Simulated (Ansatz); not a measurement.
Process, species as SMILES: OC=O + H+ → O=C[OH2+]
B3LYP-D3(BJ)/def2-TZVP geometries, fixed; electronic energies without zero-point terms; positive where energy is released.
Largest species:
```
O
H 1 0.9757
H 1 0.9767 2 111.71
C 1 1.6993 2 121.90 3 141.92
O 4 1.1347 1 115.09 2 -152.58
H 4 1.0879 5 142.66 1 176.53
```
Charge +1, spin multiplicity 1.

Effect of a fitting basis named in the input at MP2/cc-pVTZ with Ansatz (a first-principles code), against the last row, where the proton affinity is 164.93 kcal/mol. Cores are frozen. Species with rotatable bonds are taken in one conformer. The proton sits at the site shown, which need not be the one that binds it best. The default fits or decomposes integrals by the program's own choice; accuracy: high also tightens integrals, grids and stops.

```csv
setting,largest shift of a total energy (mEh),shift of the proton affinity (kcal/mol)
fitting: def2-universal-jkfit and def2-SVP-RIFIT,-4.308,-0.300
fitting: def2-universal-jkfit and cc-pVDZ-RIFIT,-2.910,-0.252
fitting: def2-universal-jkfit and cc-pVTZ-RIFIT,0.189,0.001
fitting: def2-universal-jkfit and aug-cc-pVTZ-RIFIT,0.177,0.002
fitting: def2-universal-jkfit and cc-pVQZ-RIFIT,0.179,0.001
fitting: def2-universal-jkfit and aug-cc-pVQZ-RIFIT,0.169,0.001
accuracy: high,-0.003,0.000
accuracy: medium (default),0.000,0.000
```

Within 0.02 kcal/mol in the proton affinity: fitting: def2-universal-jkfit and cc-pVTZ-RIFIT; fitting: def2-universal-jkfit and aug-cc-pVTZ-RIFIT; fitting: def2-universal-jkfit and cc-pVQZ-RIFIT; fitting: def2-universal-jkfit and aug-cc-pVQZ-RIFIT; accuracy: high. The largest shift is 4.308 mEh in a total energy and 0.300 kcal/mol in the difference.
